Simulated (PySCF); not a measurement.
Run record: geometry optimisation, `FC[C@@H]1CO1` (epifluorohydrin).

Computed with PBE0-D3(BJ)/def2-SVP geometry optimisation, gas phase (PySCF 2.14.0). Start geometry: GFN2-xTB. The input is one job of a driver script: a line of settings, then coordinates in Å.

Command:
```bash
OMP_NUM_THREADS=1 python probes_run.py task.json out
```

Input:
```
{"job": {"xc": "PBE0", "basis": "def2-SVP", "d3": "d3bj", "grid": 1, "shake": 0.01, "kind": "geom"}, "charge": 0, "multiplicity": 1}
F      1.733400     0.010180     1.250760
C      1.232920     0.013150    -0.043970
C     -0.206210     0.519720    -0.076890
C     -1.280060    -0.400960     0.071590
O     -0.968010     0.143360    -1.171980
H      1.294080    -1.010020    -0.401960
H      1.904850     0.660490    -0.634790
H     -0.294050     1.554060     0.264380
H     -1.120550    -1.457840     0.206990
H     -2.245950    -0.053060     0.514830
```

Output:
```
step   0  E = -291.80439793  max force = 0.045911
step   1  E = -291.80770669  max force = 0.007293
step   2  E = -291.80782501  max force = 0.006169
step   3  E = -291.80820302  max force = 0.002112
step   4  E = -291.80822996  max force = 0.001452
step   5  E = -291.80826330  max force = 0.000634
step   6  E = -291.80827982  max force = 0.000954
step   7  E = -291.80829830  max force = 0.001200
step   8  E = -291.80831422  max force = 0.001111
step   9  E = -291.80832065  max force = 0.000578
step  10  E = -291.80832282  max force = 0.000260
optimisation converged
```

Energies in Eh; «max force» is the largest Cartesian gradient component in Eh/bohr.

Question: Give the first gradient maximum in eV/Å.

Answer: With 1 Eh/bohr = 51.422 eV/Å, 2.361 eV/Å.

Question: How much energy does the optimisation release, in kJ/mol?

Answer: E(step 0) − E(last step) = 0.003925 Eh, which is 10.3 kJ/mol.

In short: final energy -291.80832 Eh after 10 steps; dipole 0.53 D.

Question: Where do the atoms end?

Answer: 0.033 Å rms from the input after alignment:
```
atom  x, y, z in Å
F1     1.9494    0.2645    0.8444
C2     1.1989    0.1480   -0.2960
C3    -0.2330    0.4946   -0.0068
C4    -1.2028   -0.5371    0.3572
O5    -1.1688    0.0134   -0.9420
H6     1.2573   -0.8850   -0.6788
H7     1.6108    0.8264   -1.0632
H8    -0.4037    1.5219    0.3462
H9    -0.8730   -1.5809    0.4423
H10   -2.0745   -0.2672    0.9660
```

Question: How long does this job take on Arm Neoverse V1, one thread, no GPU (shared host)? And the peak memory of the process?

Answer: About 30 s, with 0.45 GiB resident at the peak, the Python interpreter and its libraries included.
Labels such as C1 count atoms from 1, the log's own numbers from 0.
